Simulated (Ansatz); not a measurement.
Task: a single point in a Gaussian basis of C3H7FS, SMILES CCSCF, with Ansatz 0.2.0 through its Python package. Give the script and its output. Use: B3LYP, def2-TZVP basis, multiplicity 1.

The script, `energy.py`:
```python
# -*- coding: utf-8 -*-
from pathlib import Path
import argparse

import ansatz
import numpy as np
from rdkit import Chem
from rdkit.Chem import AllChem

parser = argparse.ArgumentParser(description='Single point of C3H7FS.')
parser.add_argument('--basis-set', required=True, help='basis')
parser.add_argument('--functional', required=True, help='exchange-correlation functional')
args = parser.parse_args()

rd = Chem.AddHs(Chem.MolFromSmiles('CCSCF'))
AllChem.EmbedMolecule(rd, randomSeed=951)
AllChem.UFFOptimizeMolecule(rd)
molecule = ansatz.Crystal.molecule()
for atom, xyz in zip(rd.GetAtoms(), rd.GetConformer().GetPositions()):
    molecule = molecule.atom(atom.GetSymbol(), xyz.round(5).tolist())

calc = molecule.calculation()
calc = calc.basis(gaussian=args.basis_set)
calc = calc.functional(args.functional).forces()
calc = calc.orbitals()
res = calc.run(threads=1, pin='off', runs_dir='runs')
r = res.report

print(f'E = {r["free_energy_ev"]:.6f} eV = {r["free_energy_ev"] / 27.211386246:.7f} Ha')
print('converged:', r['converged'], ' doubts:', r['published_state_doubts'] or 'none')

symbols = [site.symbol for site in molecule.cartesian_sites]
print('forces (eV/A)')
for symbol, f in zip(symbols, r['forces_ev_ang']):
    print(f'  {symbol:2s} {f[0]:9.4f} {f[1]:9.4f} {f[2]:9.4f}')

charges = r['charge_distribution']
dipole = np.array(charges['dipole_moment_e_ang']) * 4.803205
print('dipole (D): {:.3f} {:.3f} {:.3f}, length {:.3f}'.format(*dipole, np.linalg.norm(dipole)))
print('atom  Mulliken   Lowdin')
for symbol, m, l in zip(symbols, charges['mulliken_charges_e'], charges['lowdin_charges_e']):
    print(f'{symbol:4s} {m:9.3f} {l:8.3f}')

lines = Path(r['orbitals_path']).read_text().splitlines()
field_of = lambda key: [line.split('=')[1].strip() for line in lines if line.startswith(key)]
orbitals = [(27.211386 * float(e), s, float(n)) for e, s, n in zip(field_of('Ene='), field_of('Spin='), field_of('Occup='))]
homo = max(e for e, _, n in orbitals if n > 0.5)
lumo = min(e for e, _, n in orbitals if n < 0.5)
for e, spin, n in sorted(orbitals):
    if homo - 15 < e < lumo + 5:
        print(f'{spin:6s} {e:10.3f} eV  occupation {n:.0f}')
```

```console
$ python energy.py --basis-set def2-TZVP --functional b3lyp
E = -16780.760862 eV = -616.6815873 Ha
converged: True  doubts: none
forces (eV/A)
  C     0.4288   -0.1622   -0.0516
  C     0.3117    0.5960    0.1089
  S    -0.5418    0.5164    0.3224
  C    -0.1301   -0.8064    0.3539
  F    -0.2473    0.2224    0.0779
  H    -0.0013    0.4426   -0.4585
  H    -0.2705   -0.5305   -0.1440
  H     0.0410    0.1461    0.6232
  H    -0.0440   -0.5292    0.4596
  H    -0.0879   -0.1786   -0.5797
  H     0.0624   -0.0602   -0.6374
  H     0.4790    0.3436   -0.0747
dipole (D): 0.526 0.324 1.494, length 1.617
atom  Mulliken   Lowdin
C       -0.318   -0.203
C       -0.190   -0.576
S       -0.071    0.638
C        0.014   -0.860
F       -0.233    0.413
H        0.111    0.084
H        0.113    0.089
H        0.116    0.085
H        0.129    0.097
H        0.103    0.099
H        0.107    0.067
H        0.120    0.067
Alpha     -20.267 eV  occupation 2
Alpha     -17.833 eV  occupation 2
Alpha     -16.145 eV  occupation 2
Alpha     -13.898 eV  occupation 2
Alpha     -13.669 eV  occupation 2
Alpha     -12.980 eV  occupation 2
Alpha     -12.628 eV  occupation 2
Alpha     -11.419 eV  occupation 2
Alpha     -10.589 eV  occupation 2
Alpha     -10.132 eV  occupation 2
Alpha      -9.882 eV  occupation 2
Alpha      -9.239 eV  occupation 2
Alpha      -8.761 eV  occupation 2
Alpha      -6.628 eV  occupation 2
Alpha       0.102 eV  occupation 0
Alpha       0.998 eV  occupation 0
Alpha       1.505 eV  occupation 0
Alpha       1.896 eV  occupation 0
Alpha       1.923 eV  occupation 0
Alpha       2.268 eV  occupation 0
Alpha       2.615 eV  occupation 0
Alpha       2.798 eV  occupation 0
Alpha       3.171 eV  occupation 0
Alpha       3.416 eV  occupation 0
Alpha       4.521 eV  occupation 0
```

Total energies depend on the basis set; only differences at equal settings carry meaning. The geometry is a force-field or estimated start, not a minimum of this method, and the basis set is short of its limit. The Löwdin charges here are taken after orthogonalising the functions within each atom; they differ from plain Löwdin charges, and their signs can be unphysical. Alpha marks a spatial orbital of a restricted run, filled by both spins. Levels such as HOMO and LUMO are orbital energies: with these approximate functionals they aren't the ionisation energy and electron affinity, and their gap isn't the fundamental gap. Timing: 13 s on 1 thread of Arm Neoverse V2, on a shared host, peak memory 0.59 GiB.

(A comment or docstring line of the script was reworded after the run, the code is as it ran; lines on the test bed's own set-up are left out of the output.)
